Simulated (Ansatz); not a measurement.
## C2H2Cl4 (1,1,2,2-tetrachloroethane): from total energies to a heat of formation

C2H2Cl4 has 8 atoms, charge 0, and is taken as a singlet. SMILES: `ClC(Cl)C(Cl)Cl`. Geometry: relaxed at PBE0-D4/def2-TZVP. This is one conformer, not always the lowest.

Total energies at CCSD(T)/cc-pVDZ, 22 core orbitals frozen (Ansatz 0.2.0); the atoms run unrestricted:

| species | state | energy (Eh) |
| --- | --- | --- |
| C2H2Cl4 | singlet | -1915.799741 |
| Cl | doublet | -459.598893 |
| C | triplet | -37.760377 |
| H | doublet | -0.499278 |

Harmonic wavenumbers at PBE0-D4/def2-TZVP, in cm⁻¹: 56, 166, 226, 296, 302, 320, 372, 741, 780, 785, 831, 1069, 1203, 1221, 1230, 1333, 3144, 3158.

Measured heats of formation of the gaseous atoms at 298.15 K, in kJ/mol: Cl 121.3, C 716.9, H 218.0. Spin-orbit lowering of the atoms at 298 K (mean of the ground term's levels less their thermal mean, from spectra), in kJ/mol: Cl 3.44, C 0.02. Take 1 Eh = 2625.50 kJ/mol, 1 cm⁻¹ = 0.0119627 kJ/mol, RT = 2.479 kJ/mol.

**Question.** What heat of formation follows?

**Answer.** 
1. Electronic atomisation energy: 4 × (-459.598893) + 2 × (-37.760377) + 2 × (-0.499278) − (-1915.799741) = 0.884859 Eh = 2323.2 kJ/mol.
2. Zero-point energy: half the sum of the wavenumbers, 8616.5 cm⁻¹ = 103.1 kJ/mol.
3. Thermal vibrational enthalpy, Σ hcν̃/(exp(hcν̃/kT) − 1): 10.4 kJ/mol. Translation, rotation and pV of a non-linear molecule: 4 RT = 9.9 kJ/mol.
4. The 8 free atoms carry 5/2 RT each: 49.6 kJ/mol.
5. Spin-orbit coupling lowers the free atoms by 4 × 3.44 + 2 × 0.02 = 13.8 kJ/mol.
6. Atomisation enthalpy at 298 K: 2323.2 − 13.8 − 103.1 − 10.4 − 9.9 + 49.6 = 2235.6 kJ/mol.
7. Sum of the atoms' heats of formation: 2355.0 kJ/mol. Heat of formation: 2355.0 − 2235.6 = +119.4 kJ/mol.

The tabulated value is -149.2 kJ/mol (CRC Handbook of Chemistry and Physics), so this level is off by +268.6 kJ/mol, or 10.7 % of the atomisation enthalpy. Coupled cluster needs large bases for atomisation: in a finite one the molecule is underbound. A double-zeta basis underbinds. Anharmonicity and any spin-orbit splitting of the molecule are left out, and so is core correlation.
